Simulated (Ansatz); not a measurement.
We consider zinc-blende GaN (metastable phase), described by r²SCAN in Ansatz (PAW).

The same calculation (at a fixed cell, not relaxed at this level and not confirmed as the measured one, 11.566 Å³/atom) with different numerical settings:

| run | k mesh | gap on the mesh (eV) | total energy (eV/atom) | rough time |
|---|---|---|---|---|
| 1 | 4×4×4 | 2.037 | -2088.1564 | under 3 core-s |
| 2 | 6×6×6 | 2.054 | -2088.1839 | under 3 core-s |
| 3 | 8×8×8 | 2.056 | -2088.1857 | under 3 core-s |
| 4 | 12×12×12 | 2.056 | -2088.1859 | 5 core-s |
| 5 | 16×16×16 | 2.056 | -2088.1859 | 9 core-s |
| 6 | 20×20×20 | 2.056 | -2088.1859 | 20 core-s |

In the column total energy (eV/atom) the first row differs from the last by +0.0295 and the next to last by 0.0000.

The last row is no converged limit: other settings stay fixed.

Spin–orbit coupling is not included.

Ansatz is an electronic-structure program.
